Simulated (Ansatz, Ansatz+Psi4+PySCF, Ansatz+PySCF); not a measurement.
```csv
atom,x (Å),y (Å),z (Å)
P,-0.0033,0.0090,-0.1129
H,1.0270,0.0038,0.8736
H,-1.0297,-0.0028,0.8673
```

Basis set: cc-pVTZ on H; cc-pV(T+d)Z on P (spherical functions). Left uncorrelated: 5 orbitals. Correlation on ROHF uses semicanonical orbitals with singles. Charge 0, multiplicity 2.

Computed with Ansatz (development build ahead of 0.2.0); each method stands on the lowest determinant of its kind that the runs found.

Problem. Give the atomization energy at this shape (free ground-state atoms in the same class of orbitals less the molecule, no zero-point energy) of doublet PH2 by UHF-CCSD(T), ROHF-MP2, UHF-MP2, ROHF, UHF.

Solution.

```json
{"method": "UHF-CCSD(T)", "atomization energy": "6.46 eV"}
{"method": "ROHF-MP2", "atomization energy": "6.19 eV"}
{"method": "UHF-MP2", "atomization energy": "6.16 eV"}
{"method": "ROHF", "atomization energy": "4.56 eV"}
{"method": "UHF", "atomization energy": "4.70 eV"}
```
